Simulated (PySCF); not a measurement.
Lithium chloride, LiCl.
SMILES: `[Li][Cl]`

Computed with PySCF 2.14.0, PBE0-D3(BJ)/def2-SVP geometry optimisation, gas phase.

Masses are those of the commonest isotopes; rigid-rotor values at the optimised geometry. 

Task: What are the moment of inertia and the rotational constant?

Result: I = 23.470 u·Å², B = 505379 MHz·u·Å²/I = 21533 MHz (0.7183 cm⁻¹, or 1.033 K as hB/k). For two atoms I = μr² with μ = 5.8436 u and r = 2.0041 Å.

Task: List the first levels of a rigid rotor in a Σ state.

Result: E(J) = BJ(J+1): J = 1: 1.437, J = 2: 4.310, J = 3: 8.619, J = 4: 14.366, J = 5: 21.548, J = 6: 30.168 cm⁻¹.

Task: Where do the first rotational lines fall?

Result: The dipole is 6.59 D; J+1 ← J lies at 2B(J+1): 1 ← 0 at 43.07 GHz, 2 ← 1 at 86.13 GHz, 3 ← 2 at 129.20 GHz, 4 ← 3 at 172.27 GHz, 5 ← 4 at 215.33 GHz, 6 ← 5 at 258.40 GHz.

Stationary, but not proved a minimum. Constants of a rigid frame at the computed geometry: no zero-point averaging, no centrifugal distortion.
